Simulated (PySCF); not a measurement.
Calculation: PBE-D3(BJ)/def2-TZVP // B3LYP-D3(BJ)/def2-TZVP run with PySCF. Isolated molecules, 0 K electronic values unless said otherwise. One relaxed conformer stands for a flexible species; it need not be the lowest. 

Reference species (SMILES): `[CH3]` (neutral, multiplicity 2).

```json
{
  "highest_occupied_spin_orbital": "-5.38 eV"
}
```

Changed species: `[CH2]O` (radical fragment; the reference has radical fragment).

**Question.** Give the shifts of the highest occupied spin orbital.

**Answer.** the highest occupied spin orbital rises by 1.67 eV, to -3.71 eV.
